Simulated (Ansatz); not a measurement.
# Interaction energy ladder

The pair of SiH₄ (SMILES [SiH4], atoms 1–5) and SiNH₅ (SMILES [SiH3]N, atoms 6–12), both closed shells, in one local arrangement (a lower one may exist), relaxed at PBE0-D4/def2-TZVP:

Si1  (0.069, 0.060, -2.185)
H2  (-0.144, 0.360, -3.625)
H3  (1.058, -1.044, -2.069)
H4  (-1.218, -0.357, -1.576)
H5  (0.588, 1.271, -1.503)
Si6  (-0.464, 0.374, 1.881)
N7  (0.633, -0.735, 1.165)
H8  (-1.503, -0.414, 2.594)
H9  (0.293, 1.226, 2.835)
H10  (-1.168, 1.288, 0.933)
H11  (1.537, -0.449, 0.828)
H12  (0.319, -1.581, 0.722)
(Å)

Ansatz 0.2.0; basis: def2-TZVPPD, with def2-QZVPPD for the basis limit; cores frozen in the correlated methods. B3LYP uses VWN-RPA correlation. Extrapolation: Hartree–Fock as exp(−7.88 √X), correlation as X^−2.97. Interaction energies count from these two fragments, frozen as in the pair, with the counterpoise correction; negative means bound.

Task: What is the interaction energy by CCSD(T) at an estimated basis limit (MP2 extrapolated from triple and quadruple zeta, plus CCSD(T) − MP2 in triple zeta)? (Judge from chemistry; the value comes from the calculation.)

Result: The calculation gives: -1.57 kcal/mol. Hartree–Fock alone gives 1.18 kcal/mol at the basis limit, so without correlation the pair would not bind at this distance. It counts from the two fragments frozen as in the pair.

The same quantity by other methods in triple zeta, and each one's difference from that estimate:
```json
{"method": "PBE-D4", "E_int (kcal/mol)": "-2.09", "difference": "-0.53"}
{"method": "revPBE-D4", "E_int (kcal/mol)": "-1.95", "difference": "-0.38"}
{"method": "BLYP-D4", "E_int (kcal/mol)": "-1.77", "difference": "-0.20"}
{"method": "r2SCAN-D4", "E_int (kcal/mol)": "-1.77", "difference": "-0.21"}
{"method": "B97M-V", "E_int (kcal/mol)": "-1.68", "difference": "-0.11"}
{"method": "PBE0-D4", "E_int (kcal/mol)": "-1.94", "difference": "-0.38"}
{"method": "B3LYP-D4", "E_int (kcal/mol)": "-1.84", "difference": "-0.28"}
{"method": "HSE06-D4", "E_int (kcal/mol)": "-1.90", "difference": "-0.34"}
{"method": "wB97X-V", "E_int (kcal/mol)": "-1.62", "difference": "-0.05"}
{"method": "wB97M-V", "E_int (kcal/mol)": "-1.74", "difference": "-0.17"}
{"method": "B2PLYP", "E_int (kcal/mol)": "-0.09", "difference": "1.48"}
{"method": "HF", "E_int (kcal/mol)": "1.19", "difference": "2.76"}
{"method": "MP2", "E_int (kcal/mol)": "-1.17", "difference": "0.39"}
{"method": "CCSD", "E_int (kcal/mol)": "-0.89", "difference": "0.67"}
{"method": "CCSD(T)", "E_int (kcal/mol)": "-1.26", "difference": "0.31"}
```
Differences are method less estimate.

Task: Which atoms make the shortest contact between the fragments?

Result: H3 and H12, 2.94 Å apart.

Basis-set superposition shift (counterpoise-corrected less uncorrected): CCSD(T) 0.41; MP2 0.41; HF 0.09; PBE0-D4 0.08; wB97M-V 0.11 kcal/mol.

No T1 diagnostic of these runs exceeds 0.011.

For scale, one of the runs: CCSD(T)/def2-TZVPPD, 286 basis functions, launched by `ansatz run in.yaml --threads 4 --pin off --events-out ev --progress --plain --max-ram 9574MiB`. Hardware: 4 CPU threads of an Arm Neoverse V1, shared host. Wall time 2.2 min; peak host memory 8 GiB.
